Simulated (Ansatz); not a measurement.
We consider fcc Pt, described by LDA in Ansatz (PAW).

Settings: plane-wave cutoff 520 eV, 28×28×28 k mesh, Fermi–Dirac smearing 0.053 eV (set by the program), scalar-relativistic PAW data made under PBE.

Cell (relaxed at this level):

```cif
data_Pt4
_chemical_formula_sum 'Pt4'
_space_group_name_H-M_alt 'Fm-3m'
_space_group_IT_number 225
_space_group_name_Hall '-F 4 2 3'
_cell_length_a 3.89400
_cell_length_b 3.89400
_cell_length_c 3.89400
_cell_angle_alpha 90.000
_cell_angle_beta 90.000
_cell_angle_gamma 90.000
loop_
_atom_site_label
_atom_site_type_symbol
_atom_site_symmetry_multiplicity
_atom_site_Wyckoff_symbol
_atom_site_fract_x
_atom_site_fract_y
_atom_site_fract_z
_atom_site_occupancy
Pt1 Pt 4 a 0.00000 0.00000 0.00000 1
```
(The calculation used a cell of 1 atom; values per cell refer to that cell.)

Q: What does this level give for the elastic constant C11, Young modulus, Voigt–Reuss–Hill shear modulus (Hill average), elastic constant C12 and elastic constant C44?

A: 
- elastic constant C11 = 381 GPa
- Young modulus = 193 GPa
- Voigt–Reuss–Hill shear modulus (Hill average) = 69.1 GPa
- elastic constant C12 = 270 GPa
- elastic constant C44 = 80.2 GPa

Measured, for comparison: elastic constant C11 358 GPa, elastic constant C12 254 GPa, elastic constant C44 77.4 GPa (0 K, low-temperature values given for 0 K; zero-point effects included; as tabulated in Li et al. (2021), arXiv:2102.01972). Computed (rounded) less measured: elastic constant C11 +6 %, elastic constant C12 +6 %, elastic constant C44 +4 %.

Elastic constants are with the ions relaxed.

Spin–orbit coupling is not included.

The result took around 5 core-minutes (rough).

Ansatz is an electronic-structure program.
